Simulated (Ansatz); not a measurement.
# H3S+ (singlet): from Hartree-Fock to the top rungs at distance S1–H2 = 1.357 Å, cc-pVDZ

One table from this session's results is given with a row withheld; the runs are named, their logs left out.

Method: cc-pVDZ, core rule «outside noble gas», up to 5 orbitals frozen; program: Ansatz 0.2.0, Gaussian basis.

To be run: UHF; CCSD(T) on RHF; BCCD(T) on RHF; CISD; CCSDT(Q) on RHF; CCSDTQ on RHF; CASSCF and MRCISD+Q, 2 electrons in 2 orbitals; CASSCF and NEVPT2, 2 electrons in 2 orbitals; CASSCF and MRCISD+Q, 8 electrons in 7 orbitals; CASSCF and NEVPT2, 8 electrons in 7 orbitals.

13 further runs of the same task are left out: 12 that didn't finish, 1 set aside as unsound or not needed.

## The system

The geometry derives from a PBE0/def2-TZVP stationary point (not a proven minimum). One bond is set to the value named and the two fragments are kept rigid.

4 atoms, charge 1, spin multiplicity 1.

Atoms are counted from 1 here; the program's logs count them from 0.

Bond lengths: S1–H2 1.357 Å, S1–H3 1.357 Å, S1–H4 1.357 Å. Angles: H2–S1–H3 94.1°, H2–S1–H4 94.1°, H3–S1–H4 94.1°.

The first run:

in.yaml

```yaml
crystal:
  periodic: [false, false, false]
  atoms:
    - {symbol: S, position_ang: [0.000369, 0.000007, -0.062458]}
    - {symbol: H, position_ang: [1.143423, 0.012160, 0.669098]}
    - {symbol: H, position_ang: [-0.588179, 0.987461, 0.658956]}
    - {symbol: H, position_ang: [-0.566998, -0.999827, 0.658874]}
basis:
  gaussian: {orbitals: cc-pVDZ}
total_charge: 1
magnetization: {spin_polarized: true, initial_magnetization: 0}
hamiltonian: {xc: hf}
output: {orbitals: {seedname: orbitals}}
```

Command:

```console
$ ansatz run in.yaml --threads 1 --pin off --events-out ev --progress --plain --max-ram 2393MiB
```

Steps of the session up to this table: UHF; CCSD(T) on RHF; BCCD(T) on RHF; CISD; CCSDT(Q) on RHF; CCSDTQ on RHF; CASSCF and MRCISD+Q, 2 electrons in 2 orbitals; CASSCF and NEVPT2, 2 electrons in 2 orbitals; CASSCF and MRCISD+Q, 8 electrons in 7 orbitals; CASSCF and NEVPT2, 8 electrons in 7 orbitals.

One of the session's tables, all rows but one given; the rest of the session is left out.

```
          method  from RCCSDTQ (meV)
             RHF             +4830.5
            RMP2              +839.8
            CISD              +342.4
           RCCSD              +122.8
        RCCSD(T)               +20.2
         BCCD(T)               +20.1
          RCCSDT                +6.2
       RCCSDT(Q)                +0.6
         RCCSDTQ                   0
     CASSCF pair             +4398.5
     NEVPT2 pair              +833.0
     MRCISD pair              +280.5
   MRCISD+Q pair               -10.1
  CASSCF valence                   ?
  NEVPT2 valence              +720.7
  MRCISD valence              +153.8
MRCISD+Q valence                -3.8
```

Estimate the missing values for CASSCF valence.

The run gave: from RCCSDTQ (meV): +3328.4. In the column «from RCCSDTQ (meV)» it lies between RMP2 (+839.8) and CASSCF pair (+4398.5).
